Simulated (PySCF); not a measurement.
# SSi (silicon monosulfide): the cost of one run

Computed with PySCF 2.14.0, with density-fitted response routines of our own, on a single molecule, in the gas phase or a continuum. Atoms are numbered from 0 throughout.

## Step 1: Starting geometry

2 atoms, charge 0, multiplicity 1; geometry from: GFN2-xTB. The atoms were then displaced at random by about 0.01 Å, so the start is not that level's minimum.

Bonds of the start (Å): Si0–S1 2.03.

## Step 2: Geometry optimisation at PBE0-D3(BJ)/def2-SVP

The job: settings as JSON, then the geometry in Å.

```
{"job": {"xc": "PBE0", "basis": "def2-SVP", "d3": "d3bj", "grid": 1, "shake": 0.01, "kind": "geom"}, "charge": 0, "multiplicity": 1}
Si     1.021740    -0.028370     0.001250
S     -1.004250    -0.000440    -0.013370
```

On the command line:

```bash
OMP_NUM_THREADS=1 python probes_run.py task.json out
```

One launch serves the whole session: the jobs run in the order shown.

Q: Estimate the wall time and peak memory of this first job on 1 thread of Arm Neoverse V1, shared host.

About 1.9 s, with a peak of 0.25 GiB.
